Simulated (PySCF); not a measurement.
Question: Write Cartesian coordinates for `[SiH2]1[SiH2][SiH2]1` as optimised with PBE0-D3(BJ)/def2-SVP.

Answer: 
```xyz
9
Si3H6 angstrom
Si    -0.7361   -1.1279    0.0648
Si     1.3295   -0.0740   -0.2346
Si    -0.5869    1.2035    0.1616
H     -0.9748   -1.8716    1.3348
H     -1.3971   -1.7439   -1.1212
H      1.9190   -0.0592   -1.6041
H      2.3447   -0.1887    0.8514
H     -0.7292    1.8688    1.4884
H     -1.1493    1.9978   -0.9681
```

Any rigid rotation of these coordinates is as good. Atoms count from 1 in this order. All internal angles of the 3-membered ring Si1–Si2–Si3 are 60.0°. Si1 (SiH2 silicon) has angles from 60.0° to 118.4°. All 3 Si–Si bonds measure 2.337 to 2.338 Å.

Bonds between heavy atoms (Å): Si1–Si2 2.338, Si2–Si3 2.337, Si1–Si3 2.338.

Computed, not measured: PySCF, PBE0-D3(BJ)/def2-SVP geometry optimisation, gas phase.

Point group: D3h (every atom within 0.08 Å of its image). Stationary, but not proved a minimum.
